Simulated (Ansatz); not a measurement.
Basis-set extrapolation for C₄H₇Cl, SMILES `C[C@H]1C[C@@H]1Cl` (PBE0-D4/def2-TZVP geometry, frozen core, Ansatz). Multiplicity 1, RHF reference.

```json
{"": "HF", "def2-TZVPP": "-615.084099", "def2-QZVPP": "-615.104051"}
{"": "MP2 correlation", "def2-TZVPP": "-0.870202", "def2-QZVPP": "-0.931956"}
{"": "CCSD(T) correlation", "def2-TZVPP": "-0.958937", "def2-QZVPP": "not run"}
```

Energies in hartree. Use E(X) = E(∞) + A·exp(−7.88·√X) for Hartree–Fock and E(X) = E(∞) + B·X^(−2.97) for correlation, with X = 3 and 4, and add CCSD(T) minus MP2 of the smaller set to the MP2 limit.

What is the CCSD(T) energy at the basis-set limit?

HF limit: -615.104051 + (-0.019952) × 0.13774 = -615.10680. MP2 limit: -0.931956 + (-0.061754) × 0.74074 = -0.97770. Higher-order term: -0.958937 − (-0.870202) = -0.08874. Total: -616.17324 hartree, 341.9 kJ/mol below CCSD(T)/def2-TZVPP.
